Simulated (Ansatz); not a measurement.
# MgHS radical: single points off equilibrium

An exercise on one series of results from a longer session: the logs are not shown, and one member is left open.

Computed with Ansatz 0.2.0, Gaussian basis. Level: single points in def2-TZVPP.

Cores are frozen in the correlated methods. The outer core shell of Li, Na, Mg and K is correlated. Orbitals are unrestricted.

**The system as given**

3 atoms, charge 0, spin multiplicity 2.

Atoms are counted from 1 here; the program's logs count them from 0.

Bond lengths: Mg1–S2 2.405 Å, Mg1–H3 1.629 Å. Angles: S2–Mg1–H3 177.5°.

Geometry (Å):

```
Mg   -0.2620    0.0388   -0.1578
S     1.8212   -0.3046    0.9946
H    -1.6907    0.3179   -0.8885
```

The first run:

The input, run/in.yaml:

```yaml
crystal:
  periodic: [false, false, false]
  atoms:
    - {symbol: Mg, position_ang: [-0.262000, 0.038800, -0.157800]}
    - {symbol: S, position_ang: [1.821200, -0.304600, 0.994600]}
    - {symbol: H, position_ang: [-1.690700, 0.317900, -0.888500]}
basis:
  gaussian: {orbitals: def2-TZVPP}
magnetization: {spin_polarized: true, initial_magnetization: 1}
correlation: {method: ccsd_t}
scf: {omitted_lower_state_checks: [cluster_reference]}
output: {forces: true}
```

The command line of these runs was not kept.

Steps of the session up to this table: CCSD(T)/def2-TZVPP; PBE0-D4/def2-TZVPP; wB97M-V/def2-TZVPP; r2SCAN-D4/def2-TZVPP; PBE-D4/def2-TZVPP; revPBE-D4/def2-TZVPP; CAM-B3LYP-D4/def2-TZVPP.

One table of the session follows, with a row left open; its other results are not shown here.

| method | RMS force component (eV/Å) | angle to CCSD(T) forces (°) | dipole (D) |
| --- | --- | --- | --- |
| CCSD(T) | 0.553 | reference | 1.66 |
| PBE0-D4 | 0.603 | 1.7 | 1.65 |
| wB97M-V | 0.571 | 1.6 | 1.66 |
| r2SCAN-D4 | 0.598 | 2.8 | 1.60 |
| PBE-D4 | ? | ? | ? |
| revPBE-D4 | 0.556 | 10.2 | 1.50 |
| CAM-B3LYP-D4 | 0.591 | 3.4 | 1.69 |

**Question.** Estimate the row for PBE-D4.

As computed: RMS force component (eV/Å): 0.572; angle to CCSD(T) forces (°): 7.0; dipole (D): 1.51. In the column «RMS force component (eV/Å)» it lies between wB97M-V (0.571) and CAM-B3LYP-D4 (0.591).
